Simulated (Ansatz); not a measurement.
## AsH⁻, doublet in aug-cc-pVDZ: errors against UCCSDT(Q)

Geometry: that of the AsH, singlet, kept fixed.

| atom | x (Å) | y (Å) | z (Å) |
| --- | --- | --- | --- |
| As | 0.0000 | 0.0000 | 0.0000 |
| H | 0.0000 | 0.0000 | 1.5294 |

Basis aug-cc-pVDZ; Ansatz 0.2.0. Correlated methods freeze the noble-gas cores and the filled d shells of p-block atoms, which leaves 7 electrons in 31 orbitals. Prefix R: restricted or restricted open-shell reference; prefix U: unrestricted. Active spaces: valence = (7e, 5o) chosen from the atoms' valence shells. No spin–orbit coupling is included, and no scalar relativity.

Full CI isn't at hand for all of this; UCCSDT(Q) serves as the reference, and is uncertain by about the last step of the cluster series. The frozen core follows each run's orbitals, which can shift R against U totals by a few meV for light atoms and by up to 0.1 eV past Ca.

```
UHF ⟨S²⟩                          : 0.765
T1 diagnostic (RCCSD)             : 0.0195
largest doubles amplitude (RCCSD) : 0.071
T1 diagnostic (UCCSD)             : 0.0147
```

Q: From what is known of these methods and the diagnostics, rank them by the size of their error in total energy against UCCSDT(Q) in aug-cc-pVDZ, smallest first (an estimate: the text doesn't fix the numbers).
A. UMP2
B. UHF
C. UCCSD
D. UCCSD(T)
E. UCCSDT

A: E (0.23 mEh), D (1.00 mEh), C (5.10 mEh), A (25.91 mEh), B (131.59 mEh).

All errors are against UCCSDT(Q) in aug-cc-pVDZ. Within each family the higher level lies nearer, as is usual though not guaranteed.

Natural occupations of CASSCF (valence space) about the gap: 2.000 1.998 1.971 1.000 0.031; effectively unpaired electrons, Σ n²(2−n)², 1.01.
